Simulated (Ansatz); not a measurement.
System: 2H WSe2. Method: PBEsol in Ansatz (plane waves, PAW).

Numerical settings: plane-wave cutoff 520 eV, 12×12×4 k mesh (along the axes of the cell as run), perturbation theory, force constants from a 6×6×2 q mesh, no spin polarisation, scalar-relativistic PAW data made under PBE.

Computed at the level's own relaxed cell.

Harmonic phonon frequencies (cm⁻¹; i marks an imaginary mode; at Γ without the LO shift):

| q point | frequencies |
|---|---|
| Γ | 0 0 0 19 19 27 173 173 174 174 246 246 246 246 247 248 305 306 |
| A | 14 14 14 14 19 19 173 173 173 173 246 246 246 246 247 247 306 306 |
| K | 100 100 124 124 140 141 206 206 212 212 212 214 251 251 252 253 257 257 |

No imaginary mode appears at these points.

Note: the cell comes from a level without a dispersion term, which matters for the spacing of layers, chains or molecules; the cell has widely spaced layers and the level no dispersion term, so their spacing and the moduli can rest on weak binding.

Ansatz is a quantum-chemistry and plane-wave program.
